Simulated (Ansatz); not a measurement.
We consider 1T (CdI2-type) CdI₂, described by PBE-D4 (plane waves, PAW; Ansatz, a quantum-chemistry and plane-wave program).

Numerical settings: plane-wave cutoff 520 eV, 12×12×6 k mesh (along the axes of the cell as run), scalar-relativistic PAW data made under PBE.

Computed at the level's own relaxed cell.

Problem. What does this level give for the elastic constant C12, elastic constant C33, elastic constant C11, elastic constant C13, elastic constant C44 and elastic constant C66?

Solution. 
- elastic constant C12 = 16.0 GPa
- elastic constant C33 = 22.4 GPa
- elastic constant C11 = 42.7 GPa
- elastic constant C13 = 9.13 GPa
- elastic constant C44 = 5.77 GPa
- elastic constant C66 = 13.4 GPa

Note: the dispersion coefficients are held fixed in the derivatives.

Elastic constants are with the ions relaxed.

Spin–orbit coupling is not included.

Computed values are for the static lattice.

Computing time: about 40 core-minutes (a rough figure).
